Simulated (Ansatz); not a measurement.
Coupled-cluster diagnostics for the cluster Si3H2⁻ (the lowest doublet isomer of a short search), Ansatz.

Geometry of the doublet (B3LYP-D4/def2-TZVPD):

Cartesian coordinates in Å:
```
Si -0.649 0.827 0.016
Si 0.813 0.475 -1.627
Si 1.079 -0.454 0.624
H 0.874 -1.962 0.784
H -2.117 1.114 0.202
```

Correlated methods freeze 15 core orbitals. In CCSD on the charge -1 quartet the largest single amplitude is 0.17, so its Hartree–Fock determinant may place the open shell otherwise than the density functionals do. The structure comes from a short search, and lower isomers may exist.

Geometry of the charge -1 quartet (B3LYP-D4/def2-TZVPD):

```xyz
5

Si   -0.6866   -0.5213    1.0623
Si   -0.8363    1.6633    0.2431
Si    1.2288    0.5979   -0.0108
H     1.3794   -0.1458   -1.3401
H    -1.0853   -1.5941    0.0456
```

Problem. Estimate the CCSD(T) correlation energy, the shares of MP2 and (T), T1 and the reference's ⟨S²⟩ for: charge -1, doublet, own geometry in def2-TZVPPD; charge -1, quartet, own geometry in def2-TZVPPD; charge 0, singlet, vertical in def2-TZVPPD; and the rough time on 4 threads of Arm Neoverse V1 on a shared host.

Solution. 
| state | basis | correlation (eV) | MP2 share (%) | (T) share (%) | T1 | ⟨S²⟩ (pure) | wall time | remarks |
| --- | --- | --- | --- | --- | --- | --- | --- | --- |
| charge -1, doublet, own geometry | def2-TZVPPD | -11.133 | 83.1 | 6.7 | 0.051 | 1.00 (0.75) | 40 s | large T1 (0.051), spin-contaminated (⟨S²⟩ 1.00) |
| charge -1, quartet, own geometry | def2-TZVPPD | -10.740 | 83.2 | 6.5 | 0.044 | 3.84 (3.75) | 40 s | – |
| charge 0, singlet, vertical | def2-TZVPPD | -10.842 | 84.5 | 6.8 | 0.026 | 0.00 (0.00) | 12 s | large T1 (0.026), restricted SCF unstable |
Customary marks for T1 are 0.02 (closed shells), 0.045 (open shells) and about 0.05 (3d metals). T1 exceeds 0.02 in 3 of 3 rows and 0.045 in 1; the higher it lies, the less the single-reference result can be trusted.
